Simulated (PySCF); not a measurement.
Species: C₃H₃NO.
Structure used (PBE0-D3(BJ)/def2-SVP), in Å, numbered top down from 1:
```
atom  x, y, z in Å
N1     2.5575   -0.5561   -0.0547
C2     1.4971   -0.1021    0.0358
C3     0.1723    0.4787    0.1314
C4    -1.0194   -0.3828    0.1716
O5    -0.5366    0.2548    1.3251
H6     0.0935    1.4888   -0.2911
H7    -0.8913   -1.4711    0.1334
H8    -1.9585    0.0073   -0.2396
```

Computed, not measured: EOM-IP-CCSD/aug-cc-pVDZ in PySCF, restricted Hartree–Fock reference, frozen core, non-relativistic, gas phase, PBE0-D3(BJ)/def2-SVP geometry.

Hartree–Fock orbital energies give these Koopmans values (eV): HOMO 12.27, HOMO-1 13.13, HOMO-2 13.57, HOMO-3 14.64, HOMO-4 15.53, HOMO-5 16.56, HOMO-6 17.14, HOMO-7 19.78.

Q: What vertical ionisation energies does EOM-IP-CCSD give?

A: 
```json
{"leading hole (HF orbital)": "HOMO-2", "Koopmans (eV)": "13.57", "EOM-IP-CCSD (eV)": "11.39", "change (eV)": "-2.18", "one-hole share": "0.95"}
{"leading hole (HF orbital)": "HOMO", "Koopmans (eV)": "12.27", "EOM-IP-CCSD (eV)": "11.93", "change (eV)": "-0.34", "one-hole share": "0.96"}
{"leading hole (HF orbital)": "HOMO-1", "Koopmans (eV)": "13.13", "EOM-IP-CCSD (eV)": "12.99", "change (eV)": "-0.14", "one-hole share": "0.96"}
{"leading hole (HF orbital)": "HOMO-4", "Koopmans (eV)": "15.53", "EOM-IP-CCSD (eV)": "13.32", "change (eV)": "-2.21", "one-hole share": "0.93"}
{"leading hole (HF orbital)": "HOMO-3", "Koopmans (eV)": "14.64", "EOM-IP-CCSD (eV)": "13.95", "change (eV)": "-0.69", "one-hole share": "0.95"}
{"leading hole (HF orbital)": "HOMO-5", "Koopmans (eV)": "16.56", "EOM-IP-CCSD (eV)": "15.37", "change (eV)": "-1.19", "one-hole share": "0.95"}
{"leading hole (HF orbital)": "HOMO-6", "Koopmans (eV)": "17.14", "EOM-IP-CCSD (eV)": "15.70", "change (eV)": "-1.44", "one-hole share": "0.95"}
{"leading hole (HF orbital)": "HOMO-7", "Koopmans (eV)": "19.78", "EOM-IP-CCSD (eV)": "17.91", "change (eV)": "-1.87", "one-hole share": "0.94"}
```

Q: Does the order of the lines follow the orbital energies?

A: No: the HOMO-2 hole (11.39 eV) falls below the HOMO hole (11.93 eV); the HOMO-2 hole (11.39 eV) falls below the HOMO-1 hole (12.99 eV); the HOMO-4 hole (13.32 eV) falls below the HOMO-3 hole (13.95 eV). The corrections run from -2.21 to -0.14 eV, with a mean of -1.26 eV over the 8 lines; no line lies above its Koopmans value.

Q: At what kinetic energies would He I light (21.22 eV) eject these electrons?

A: 9.83 eV (HOMO-2), 9.29 eV (HOMO), 8.23 eV (HOMO-1), 7.90 eV (HOMO-4), 7.27 eV (HOMO-3), 5.85 eV (HOMO-5), 5.52 eV (HOMO-6), 3.31 eV (HOMO-7).

Q: What total energy has the lowest final state, and which wavelength reaches it?

A: E(CCSD) + ionisation energy = -245.40796 + 0.41857 = -244.98939 Eh, at the geometry of the initial state. The threshold wavelength is 1239.84 eV nm/11.39 eV = 108.9 nm.

One root was sought for each valence orbital with −ε under 21 eV, eight at most, so deeper holes and satellites are missing; no vibrational structure.
